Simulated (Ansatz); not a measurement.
## CO$_{2}$, singlet: reading a ladder of total energies

Geometry: MP2(full)/6-31G*, from the G2/97 set.

```csv
atom,x (Å),y (Å),z (Å)
C,0.0000,0.0000,0.0000
O,0.0000,0.0000,-1.1787
O,0.0000,0.0000,1.1787
```

Basis cc-pVQZ; Ansatz 0.2.0. Only valence electrons are correlated (noble-gas cores frozen), which leaves 16 electrons in 162 orbitals. Prefix R: restricted or restricted open-shell reference.

Full CI isn't at hand for all of this; RCCSDT(Q) serves as the reference, and is uncertain by about the last step of the cluster series.

Runs differ by some tens of microhartree through their thresholds, so steps under 0.03 kcal/mol mean nothing.

```tsv
level	total energy (hartree)
RHF	-187.716006
RMP2	-188.367448
RCCSD	-188.351249
RCCSD(T)	-188.383587
RCCSDT	-188.383130
RCCSDT(Q)	-188.385453
```

Q: What is the correlation energy at RCCSDT(Q), and what share of it do RMP2 and RCCSD(T) recover?

A: E(corr) = -188.385453 − (-187.716006) = -0.669447 hartree = -18.217 eV. RMP2: -0.651442 / -0.669447 = 97.31 %. RCCSD(T): -0.667581 / -0.669447 = 99.72 %.

Q: By how many kcal/mol does RCCSD(T) miss RCCSDT(Q) (1 hartree = 627.509 kcal/mol), and which steps make up the rest?

A: -188.383587 − (-188.385453) = 0.001866 hartree = 1.17 kcal/mol. Steps: RCCSDT − RCCSD(T) = 0.29, RCCSDT(Q) − RCCSDT = -1.46 kcal/mol. Differences between like states or geometries often cancel part of this.
